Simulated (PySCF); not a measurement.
Species: C₅H₁₀S.
Bonds: C1–C2, C2–C3, C3–S4, S4–C5, C5–C6, C1–C6. Hydrogens: H7, H8 on C1; H9, H10 on C2; H11, H12 on C3; H13, H14 on C5; H15, H16 on C6.

NICS = −σ at a ghost point: NICS(0) at the centroid of the ring atoms, NICS(1) 1 Å to either side along the normal of their mean plane, zz for the tensor component along that normal. Level: GIAO B97-2/pcSseg-2 (PySCF, non-relativistic, gas phase) on the PBE0-D3(BJ)/def2-SVP geometry, one conformer.

Ring bond lengths (Å): C1–C2 1.526, C2–C3 1.521, C3–S4 1.815, S4–C5 1.815, C5–C6 1.521, C6–C1 1.526.

Problem. What do the NICS probes read (ppm)?

Solution. 
| ring | type | NICS(0) | NICS(1), two faces | NICS(1)zz, two faces | rms pucker (Å) | centre to ring atoms, mean (Å) |
| --- | --- | --- | --- | --- | --- | --- |
| C1–C2–C3–S4–C5–C6 | 6-membered ring with S; formal bonds all single | -2.2 | -1.6 / -1.1 | 4.0 / 5.3 | 0.26 | 1.55 |

Problem. What can be read from them?

Solution. 
- C1–C2–C3–S4–C5–C6: mean NICS(1)zz 4.6 ppm, deshielded. C1, C2, C3, C5, C6 have four or more neighbours; no verdict on aromaticity is drawn.

Problem. What field does 11.7 T along the ring normal induce along that normal at the first NICS(1) probe listed for ring C1–C2–C3–S4–C5–C6, 1 Å off the ring?

Solution. NICSzz × B0 = 4.0 ppm × 11.7 T = 47 μT, along the applied field.

Problem. How shielded are the nuclei of the rings and their hydrogens (means over atoms taken as equivalent)?

Solution. 
```json
{"atoms": "C1", "environment": "ring CH2 carbon", "σ isotropic (ppm)": "153.2", "principal values of the symmetric part, first atom (ppm)": "147.4, 154.9, 157.2"}
{"atoms": "C2 (×2)", "environment": "ring CH2 carbon", "σ isotropic (ppm)": "151.9", "principal values of the symmetric part, first atom (ppm)": "140.5, 154.3, 160.8"}
{"atoms": "C3 (×2)", "environment": "sp3 carbon bound to sulfur", "σ isotropic (ppm)": "147.7", "principal values of the symmetric part, first atom (ppm)": "140.1, 146.9, 156.0"}
{"atoms": "S4", "environment": "sulfide sulfur", "σ isotropic (ppm)": "494.4", "principal values of the symmetric part, first atom (ppm)": "374.1, 477.6, 631.5"}
{"atoms": "H7 (×2)", "environment": "methylene hydrogen", "σ isotropic (ppm)": "29.87", "principal values of the symmetric part, first atom (ppm)": "26.7, 28.2, 35.4"}
{"atoms": "H9 (×4)", "environment": "methylene hydrogen", "σ isotropic (ppm)": "29.64", "principal values of the symmetric part, first atom (ppm)": "24.9, 27.5, 36.2"}
{"atoms": "H11 (×4)", "environment": "methylene hydrogen", "σ isotropic (ppm)": "28.87", "principal values of the symmetric part, first atom (ppm)": "24.0, 27.0, 36.1"}
```

Problem. How do the values depend on the level or the medium?

Solution. 
```tsv
level	NICS(0), C1–C2–C3–S4–C5–C6	mean NICS(1)zz, C1–C2–C3–S4–C5–C6
B97-2/pcSseg-2, gas	-2.2	4.6
PBE0/pcSseg-1, gas	-2.4	4.0
```

The geometry is the same throughout.

Time: 87 s of wall time. Hardware: one thread of an Arm Neoverse V1, on a shared host. This is the whole shielding run at B97-2/pcSseg-2, SCF included.
